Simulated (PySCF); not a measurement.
All values below come from TPSSh-D3(BJ)/def2-TZVP // CAM-B3LYP-D3(BJ)/def2-TZVP (PySCF). Isolated molecules, 0 K electronic values unless said otherwise. 

Reference species (SMILES): `C[N]C` (neutral, multiplicity 2).

```yaml
dipole_moment: 1.70 D
```

Changed species: `[C]#C` (radical fragment; the reference has radical fragment).

Question: Give the shifts of the dipole moment.

Answer: the dipole moment falls by 0.91 D, to 0.79 D.
